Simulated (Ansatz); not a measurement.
P3H3⁺, that is cyclo-(PH)3 with one electron fewer. Total charge 1; doublet. Geometry PBE0-D4/def2-TZVP, that of the neutral singlet; atoms count from 1.

Cartesian coordinates in Å:
```
P -0.5219 -0.0626 1.1991
P -0.8180 -0.2363 -0.9945
P 0.9147 0.8592 -0.1915
H 0.2672 -1.2337 1.3587
H -0.0746 -1.4342 -1.1735
H 0.2325 2.1075 -0.1982
```

Estimate the Mulliken populations from the PBE0/def2-TZVP orbitals of Ansatz.


```
atom  charge (e)  spin (α − β)
  P1        0.16          0.34
  P2        0.16          0.34
  P3        0.15          0.27
  H4        0.18          0.03
  H5        0.18          0.03
  H6        0.17         -0.01
```
Mulliken values depend strongly on the basis.

Where does the spin sit?

Summed by element: P 0.96, H 0.04, of 1 unpaired in all. Largest on single atoms: P1 0.34, P2 0.34, P3 0.27.

And the Mayer bond orders between heavy atoms (over 0.3)?

P1–P2 1.28 (2.22 Å); P1–P3 1.01 (2.20 Å); P2–P3 1.01 (2.20 Å).
